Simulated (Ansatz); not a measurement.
# CH2Al (doublet): from Hartree-Fock to the top rungs, cc-pVDZ

Aim: climb from Hartree-Fock through coupled cluster and multireference methods for CH2Al (doublet) at one geometry and basis, and see what each rung misses.

The runs use Ansatz 0.2.0, Gaussian basis; cc-pVDZ, core rule «outside noble gas», up to 6 orbitals frozen.

Plan: UHF; CCSD(T) on ROHF; CCSD(T) on UHF; BCCD(T) on ROHF; CISD; CCSDT(Q) on ROHF; CCSDT(Q) on UHF; CCSDTQ on ROHF; CASSCF and MRCISD+Q, 9 electrons in 10 orbitals; CASSCF and NEVPT2, 9 electrons in 10 orbitals.

9 further runs of the same task are left out: 4 for a known fault of the program, 5 set aside as unsound or not needed.

## Step 1: What is computed

The geometry is a PBE0/def2-TZVP stationary point (not a proven minimum).

4 atoms, charge 0, spin multiplicity 2.

Atoms are counted from 1 here; the program's logs count them from 0.

Bond lengths: Al1–C2 1.970 Å, Al1–H3 1.584 Å, Al1–H4 1.584 Å. Angles: C2–Al1–H3 117.4°, C2–Al1–H4 117.4°, H3–Al1–H4 125.1°.

## Step 2: UHF

Contents of in.yaml:

```yaml
crystal:
  periodic: [false, false, false]
  atoms:
    - {symbol: Al, position_ang: [0.000000, 0.000000, 0.541126]}
    - {symbol: C, position_ang: [0.000000, 0.000000, -1.428933]}
    - {symbol: H, position_ang: [0.000000, 1.405499, 1.270943]}
    - {symbol: H, position_ang: [0.000000, -1.405499, 1.270943]}
basis:
  gaussian: {orbitals: cc-pVDZ}
magnetization: {spin_polarized: true, initial_magnetization: 1}
hamiltonian: {xc: hf}
output: {orbitals: {seedname: orbitals}}
```

On the command line:

```bash
$ ansatz run in.yaml --threads 1 --pin off --events-out ev --progress --plain --max-ram 4096MiB --backend cpu
```

Further steps of the session: CCSD(T) on ROHF; CCSD(T) on UHF; BCCD(T) on ROHF; CISD; CCSDT(Q) on ROHF; CCSDT(Q) on UHF; CCSDTQ on ROHF; CASSCF and MRCISD+Q, 9 electrons in 10 orbitals; CASSCF and NEVPT2, 9 electrons in 10 orbitals.

Before running them: what should the planned runs give, taken together? Wanted: RCCSDTQ below the RHF energy; RMP2 from RCCSDTQ; UMP2 from RCCSDTQ; RCCSD from RCCSDTQ; RCCSD(T) from RCCSDTQ; UCCSD(T) from RCCSDTQ; RCCSDT(Q) from RCCSDTQ; UCCSDT(Q) from RCCSDTQ; NEVPT2 valence from RCCSDTQ.

**Answer**, as computed:

```
                         quantity                                                   value
     RCCSDTQ below the RHF energy                                              -5.1151 eV
                RMP2 from RCCSDTQ                                             +1308.3 meV
                UMP2 from RCCSDTQ                                             +1114.1 meV
               RCCSD from RCCSDTQ                                              +166.3 meV
            RCCSD(T) from RCCSDTQ                                               +47.4 meV
            UCCSD(T) from RCCSDTQ                                              -308.4 meV
           RCCSDT(Q) from RCCSDTQ                                                +1.8 meV
           UCCSDT(Q) from RCCSDTQ                                                +2.1 meV
      NEVPT2 valence from RCCSDTQ                                              +864.7 meV
    MRCISD+Q valence from RCCSDTQ                                               +30.0 meV
levels within 1 kcal/mol (43 meV)  RCCSDT, UCCSDT, RCCSDT(Q), UCCSDT(Q), MRCISD+Q valence
                    T1 diagnostic                                                   0.021
   effectively unpaired electrons                                                    1.06
```

**Reading.** RCCSD(T) lands +47.4 meV from the yardstick (0.9 % of the correlation energy). CCSD(T) misses by +47.4 meV on the restricted determinant and by -308.4 meV on the unrestricted one; the two need not hold the same state or core. One determinant dominates. Of the multireference levels listed MRCISD+Q valence comes nearest in total energy (+30.0 meV), which doesn't show that its space is the better one. These misses are within one basis, not against nature; the frozen cores of restricted and unrestricted runs differ, which can shift their rows.
